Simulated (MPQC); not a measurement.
**BH2SF (SMILES FBS), step by step**

Wanted: a series of 14 runs (SVWN5/6-31G*, USVWN5/6-31G*, MP2/def2-SVP, ZAPT2/def2-SVP) of BFH2S. The setting varied is the integration grid, frozen virtual. 

The results are computed with MPQC 2.3.1.

10 further runs of the same task are left out: 1 that didn't finish, 9 set aside as unsound or not needed.

### 1 The system as given

BH2SF: 5 atoms, total charge 0, spin state singlet. As SMILES, `FBS`. The coordinates come from a PBE0-D4/def2-TZVP relaxation. This is one conformer, not always the lowest.

Bond lengths: F1–B2 1.322 Å, B2–S3 1.794 Å, B2–H4 1.194 Å, S3–H5 1.342 Å. Angles: F1–B2–S3 117.9°, F1–B2–H4 119.5°, S3–B2–H4 122.6°, B2–S3–H5 94.9°.

### 2 The energy at SVWN5/6-31G(d) (spherical functions) (run 1)

run.in

```
molecule<Molecule>: (
  symmetry = c1
  unit = angstrom
  { atoms geometry } = {
    F  [ -1.119100 -0.905900 -1.069200 ]
    B  [ -0.412800 -0.339100 -0.106100 ]
    S  [ 0.972400 0.698600 -0.579400 ]
    H  [ -0.712000 -0.530900 1.033700 ]
    H  [ 1.321400 1.003700 0.679600 ]
  }
)
basis<GaussianBasisSet>: (
  name = "6-31G*"
  molecule = $:molecule
  basisdir = "."
  puream = yes
)
mpqc: (
  checkpoint = no
  savestate = no
  restart = no
  do_energy = yes
  do_gradient = no
  optimize = no
  mole<CLKS>: (
    molecule = $:molecule
    basis = $:basis
    total_charge = 0
    memory = 1000000000
    print_evals = yes
    print_npa = yes
    maxiter = 70
    value_accuracy = 1e-08
    functional<StdDenFunctional>: ( name = "SVWN5" )
    integrator<RadialAngularIntegrator>: ( grid = coarse )
    guess_wavefunction<ExtendedHuckelWfn>: (
      molecule = $:molecule
      total_charge = 0
      multiplicity = 1
      basis<GaussianBasisSet>: (
        name = "STO-3G"
        molecule = $:molecule
      )
    )
  )
)
```

The basis set 6-31G* is read from a file made from the Basis Set Exchange's data (not shown).

Launch:

```
$ mpqc -o run.out run.in
```

Standard output:

```text
MPQC: Massively Parallel Quantum Chemistry
[...]
  CLSCF::init: total charge = 0
[...]
  nbasis = 50
[...]
  Integrated electron density error = 0.003097632071
  iter     1 energy = -469.9569828369 delta = 1.77195e-01
  Integrated electron density error = -0.000455228038
  iter     2 energy = -494.5930976233 delta = 4.43041e-01
[...]
  Integrated electron density error = -0.000210770657
  iter    18 energy = -521.8299775964 delta = 4.64264e-07
  Integrated electron density error = -0.000210770652
  iter    19 energy = -521.8299775964 delta = 1.54418e-07
  Integrated electron density error = -0.000210770622
  iter    20 energy = -521.8299775964 delta = 3.45371e-08
  Integrated electron density error = -0.000210770626
  iter    21 energy = -521.8299775964 delta = 1.19023e-08
[...]
  LUMO is    17   A =  -0.054892
  total scf energy = -521.8299775964
Value of the MolecularEnergy: -521.8299775964
[...]
        symmetry = c1
[...]
```

Run time: 4.5 s. Hardware: 1 thread of Arm Neoverse V2, shared host; peak memory 0.16 GiB.

### 3 The doublet cation: a single-point energy at USVWN5/6-31G(d) (spherical functions) (run 2)

run.in: that of step 2 with these lines changed.

```diff
@@ -24,6 +24,7 @@
   optimize = no
-  mole<CLKS>: (
+  mole<UKS>: (
     molecule = $:molecule
     basis = $:basis
-    total_charge = 0
+    total_charge = 1
+    multiplicity = 2
     memory = 1000000000
@@ -37,4 +38,4 @@
       molecule = $:molecule
-      total_charge = 0
-      multiplicity = 1
+      total_charge = 1
+      multiplicity = 2
       basis<GaussianBasisSet>: (
```

The basis set 6-31G* is read from a file made from the Basis Set Exchange's data (not shown).

Launch:

```
$ mpqc -o run.out run.in
```

Standard output:

```text
MPQC: Massively Parallel Quantum Chemistry
                                   Version 2.3.1

  Using IntegralV3 by default for molecular integrals evaluation

  USCF::init: total charge = 1

  alpha = [ 16 ]
  beta  = [ 15 ]

  Molecular formula H2BFS

  The following keywords in "run.in" were ignored:
    mpqc:mole:guess_wavefunction:multiplicity

  MPQC options:
    matrixkit     = <ReplSCMatrixKit>
    restart       = no
    checkpoint    = no
    savestate     = no
    do_energy     = yes
    do_gradient   = no
    optimize      = no
    write_pdb     = no
    print_mole    = yes
    print_timings = yes

  SCF::compute: energy accuracy = 1.0000000e-08

  nuclear repulsion energy =   86.6356331878

[... 26 lines left out ...]
  iter     2 energy = -501.7898896033 delta = 1.88793e-01
[... 5 lines left out ...]
  iter     5 energy = -507.3565581783 delta = 7.25909e-02
[... 5 lines left out ...]
  iter     8 energy = -521.3833285993 delta = 1.83279e-02
[... 6 lines left out ...]
  iter    61 energy = -521.4263490565 delta = 4.73112e-05
[... 5 lines left out ...]
  iter    64 energy = -521.4263542265 delta = 4.20111e-05
  Integrated electron density error = -0.000206910403
[... 1 line left out ...]
  Integrated electron density error = -0.000206938108
[... 1 line left out ...]
  Integrated electron density error = -0.000206969458
  iter    67 energy = -521.4263609315 delta = 4.95412e-05
  Integrated electron density error = -0.000206991562
[... 1 line left out ...]
  Integrated electron density error = -0.000207016658
[... 1 line left out ...]
  Integrated electron density error = -0.000207035185
  iter    70 energy = -521.4263685812 delta = 6.06489e-05
[... 1 line left out ...]
  <S^2>exact = 0.750000
  <S^2>      = 0.751599

  total scf energy = -521.4263685812
ERROR: SC EXCEPTION RAISED:
terminate called after throwing an instance of 'sc::ToleranceExceeded'
```

It took 14 s on 1 thread of Arm Neoverse V2, shared host; peak memory 0.37 GiB.

The iterations ended before the threshold was met.

Runs 3 to 13 aren't shown in full; the table further down has their settings and results.

### 4 The doublet cation: the energy at ZAPT2/def2-SVP (frozen virtual 0) (run 14)

run.in

```
molecule<Molecule>: (
  symmetry = c1
  unit = angstrom
  { atoms geometry } = {
    F  [ -1.119100 -0.905900 -1.069200 ]
    B  [ -0.412800 -0.339100 -0.106100 ]
    S  [ 0.972400 0.698600 -0.579400 ]
    H  [ -0.712000 -0.530900 1.033700 ]
    H  [ 1.321400 1.003700 0.679600 ]
  }
)
basis<GaussianBasisSet>: (
  name = "def2-SVP"
  molecule = $:molecule
  basisdir = "."
  puream = yes
)
mpqc: (
  checkpoint = no
  savestate = no
  restart = no
  do_energy = yes
  do_gradient = no
  optimize = no
  mole<MBPT2>: (
    molecule = $:molecule
    basis = $:basis
    memory = 1000000000
    method = zapt
    nfzc = 7
    nfzv = 0
    reference<HSOSHF>: (
      molecule = $:molecule
      basis = $:basis
      total_charge = 1
      multiplicity = 2
      memory = 1000000000
      print_evals = yes
      maxiter = 70
      value_accuracy = 1e-08
      guess_wavefunction<HSOSHF>: (
        molecule = $:molecule
        total_charge = 1
        multiplicity = 2
        memory = 1000000000
        value_accuracy = 1e-3
        basis<GaussianBasisSet>: (
          name = "STO-3G"
          molecule = $:molecule
        )
      )
    )
  )
)
```

The basis set def2-SVP is read from a file made from the Basis Set Exchange's data (not shown).

Launch:

```
$ mpqc -o run.out run.in
```

Standard output:

```text
MPQC: Massively Parallel Quantum Chemistry
[...]
   npass  rest  nbasis  nshell  nfuncmax  ndocc  nsocc  nvir  nfzc  nfzv
[...]
  LUMO is    17   A =  -0.127796
  total scf energy = -522.2482502788
[...]
Value of the MolecularEnergy: -522.6364808610
[...]
        symmetry = c1
[...]
```

It took 8.4 s on 1 thread of Arm Neoverse V2, shared host; peak memory 0.39 GiB.

### 5 Overview of the runs

```
run                                level  integration grid  frozen virtual  partner    energy (Eh)  wall time
  1   SVWN5/6-31G* (spherical functions)            coarse               –     base    -521.829978      4.5 s
  2  USVWN5/6-31G* (spherical functions)            coarse               –   cation  not converged       14 s
  3   SVWN5/6-31G* (spherical functions)            medium               –     base    -521.830160      4.8 s
  4  USVWN5/6-31G* (spherical functions)            medium               –   cation  not converged       19 s
  5   SVWN5/6-31G* (spherical functions)              fine               –     base    -521.830171      6.3 s
  6  USVWN5/6-31G* (spherical functions)              fine               –   cation  not converged       25 s
  7   SVWN5/6-31G* (spherical functions)             xfine               –     base    -521.830169      7.5 s
  8  USVWN5/6-31G* (spherical functions)             xfine               –   cation  not converged       32 s
  9   SVWN5/6-31G* (spherical functions)         ultrafine               –     base    -521.830168       13 s
 10  USVWN5/6-31G* (spherical functions)         ultrafine               –   cation  not converged       32 s
 11      MP2/def2-SVP (frozen virtual 2)                 –               2     base    -523.049125      3.3 s
 12    ZAPT2/def2-SVP (frozen virtual 2)                 –               2   cation    -522.608909      8.4 s
 13      MP2/def2-SVP (frozen virtual 0)                 –               0     base    -523.077004      3.3 s
 14    ZAPT2/def2-SVP (frozen virtual 0)                 –               0   cation    -522.636481      8.4 s
```

Convergence of the total energy of singlet BH2SF with the integration grid, against the last point:

```
integration grid  from the last (mEh)  wall time
          coarse               +0.190      4.5 s
          medium               +0.008      4.8 s
            fine               -0.003      6.3 s
           xfine               -0.000      7.5 s
       ultrafine               +0.000       13 s
```

Convergence of the HOMO energy of singlet BH2SF with the integration grid, against the last point:

```
integration grid  from the last (eV)  wall time
          coarse             +0.0000      4.5 s
          medium             +0.0000      4.8 s
            fine             -0.0000      6.3 s
           xfine             +0.0000      7.5 s
       ultrafine             +0.0000       13 s
```

### 6 Summary of results

| quantity | value |
| --- | --- |
| doublet cation, run 14: total energy | -522.63648 Eh |
| doublet cation, run 14: correlation energy (7 core orbitals frozen) | -388.2 mEh |

What this shows: For the total energy of singlet BH2SF to stay within 0.1 mEh of the last point, medium is the first point of the series from which all later ones do (4.8 s against 13 s). All runs together took 3 min, the longest 32 s. 5 of the 14 runs did not end normally.
